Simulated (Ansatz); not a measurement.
Rock-salt MgSe: LDA at its full settings (plane-wave cutoff 520 eV, 10×10×10 k mesh, Fermi–Dirac smearing 0.01 eV, scalar-relativistic PAW data made under PBE) and at cheaper ones, in a cell of 2 atoms with Γ-centred meshes.

```csv
level and setting,lattice constant a (Å),bulk modulus (GPa)
LDA (Ansatz),5.391,69.1
LDA (2×2×2 k mesh) (Ansatz),___,___
LDA (4×4×4 k mesh) (Ansatz),5.404,68.6
```

Q: Complete the blanks.

A: 
- LDA (2×2×2 k mesh) (Ansatz, a first-principles code), lattice constant a (Å): 5.577
- LDA (2×2×2 k mesh) (Ansatz), bulk modulus (GPa): 57.7

Largest shifts from the full settings: lattice constant a +3.45 % (LDA (2×2×2 k mesh)), against a difference of -1.26 % of the full result from the reference 5.46 Å (measured, room temperature, not corrected to a static lattice; as tabulated in Lucero et al. (2012), arXiv:1111.4515); bulk modulus -16.5 % (LDA (2×2×2 k mesh)).

Ansatz's density-functional and Hartree–Fock values are scalar-relativistic unless marked +SOC, with PAW data made under PBE.

Run with cheap settings on purpose, which may leave them unconverged: LDA (2×2×2 k mesh), LDA (4×4×4 k mesh).
